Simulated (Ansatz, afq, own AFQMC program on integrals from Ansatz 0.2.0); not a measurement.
**C⁺, doublet: AFQMC among the cluster methods**

A free C cation.

Basis aug-cc-pVDZ. Noble-gas cores (and the filled d shells of Ga–Kr and In–Xe) are frozen. AFQMC by an in-house program on the Cholesky factors that Ansatz 0.2.0 writes for its CCSD(T) run. The CISD trial takes its coefficients from CCSD amplitudes. Released means that phaseless walkers are propagated on without the constraint, phases kept. ± is one standard error of the sampling.

Determinant: UHF, the one that the program's search chose, which needn't be the lowest solution.

Full CI is exact in this basis; its frozen core comes from its own orbitals, which moves totals by up to a few meV.

Cautions: full CI with its own frozen core.

```
T1 diagnostic                               : 0.0091
weight of the determinant in the CISD state : 0.944
⟨S²⟩ of the determinant                     : 0.756
size of the correlated space                : 3 electrons in 22 orbitals
```

```tsv
level	correlation energy (eV)
MP2	-1.1335
CCSD	-1.8301
CCSD(T)	-1.8488
```

(1) Estimate where full CI lies against CCSD(T) in the same basis.

(1) 0.14 kcal/mol below CCSD(T).

Reference: full CI, correlation energy -1.855 eV. The released energy is read at 1.50 1/Eh (meV from the phaseless value at times in 1/Eh: 0.2 ± 1.1 at 0.24, -1.8 ± 1.0 at 0.50, -2.7 ± 1.3 at 1.00, -1.9 ± 1.1 at 1.50).

| level | E − E(reference) (kcal/mol) | share of correlation (%) |
| --- | --- | --- |
| CCSD(T) | 0.14 | 99.67 |
| ph-AFQMC/CISD | 0.04 ± 0.02 | 99.92 |
| released AFQMC | -0.01 ± 0.02 | 100.02 |

A walk keeps the symmetry of its determinant, which the program's search chose and which needn't be the lowest solution, so a lower state of the same spin and another symmetry isn't excluded. Released energies are given only where the last usable release times agree within the noise; a slower fall can still hide under it.
